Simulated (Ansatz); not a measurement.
**[OH···H···CH$_{3}$], doublet along the distance O1-H3**

Starting geometry:

```
atom    x (Å)    y (Å)    z (Å)
   O  -1.0661  -0.0283   0.0000
   H  -1.3154   0.8983   0.0000
   H  -0.1066  -0.0283   0.0000
   C   1.2299  -0.0283   0.0000
   H   1.2299  -1.1083   0.0000
   H   1.2299   0.5118   0.9353
   H   1.2299   0.5118  -0.9353
```

From there H3 is moved from one fragment to the other while all else, the fragments' distance too, stays fixed; atoms are numbered as listed. Energies are in kcal/mol, counted from the starting geometry at the same level. Kohn–Sham curves are unrestricted where that lies lower.

Basis cc-pVDZ; Ansatz 0.2.0. Correlated methods freeze the noble-gas cores. R marks a restricted (for open shells ROHF) determinant, U an unrestricted one.

In so small a basis the reference is far from its limit while semilocal and hybrid functionals are nearer theirs (RPA and double hybrids share much of the reference's basis error), so the functionals' errors here hold much of the reference's basis and frozen-core error, which can add to them or hide them.

Full CI isn't at hand for all of this; UCCSDT(Q) serves as the reference, and is uncertain by about the last step of the cluster series.

```json
{"distance O1-H3 (Å)": "0.960", "UCCSDT(Q)": "0.0", "PBE": "0.0", "BLYP": "0.0", "r2SCAN": "0.0", "PBE0": "0.0", "B3LYP": "0.0", "wB97M-V": "0.0", "B2PLYP": "0.0", "RPA-PBE": "0.0"}
{"distance O1-H3 (Å)": "0.995", "UCCSDT(Q)": "0.8", "PBE": "-0.5", "BLYP": "-0.4", "r2SCAN": "0.0", "PBE0": "0.2", "B3LYP": "0.1", "wB97M-V": "0.4", "B2PLYP": "0.5", "RPA-PBE": "0.3"}
{"distance O1-H3 (Å)": "1.065", "UCCSDT(Q)": "4.9", "PBE": "1.1", "BLYP": "1.2", "r2SCAN": "2.6", "PBE0": "3.0", "B3LYP": "2.7", "wB97M-V": "3.7", "B2PLYP": "3.8", "RPA-PBE": "3.1"}
{"distance O1-H3 (Å)": "1.136", "UCCSDT(Q)": "10.8", "PBE": "5.1", "BLYP": "5.1", "r2SCAN": "7.2", "PBE0": "7.7", "B3LYP": "7.2", "wB97M-V": "8.7", "B2PLYP": "8.9", "RPA-PBE": "7.7"}
{"distance O1-H3 (Å)": "1.206", "UCCSDT(Q)": "17.5", "PBE": "11.0", "BLYP": "10.8", "r2SCAN": "13.4", "PBE0": "13.8", "B3LYP": "13.0", "wB97M-V": "14.9", "B2PLYP": "15.2", "RPA-PBE": "13.6"}
```
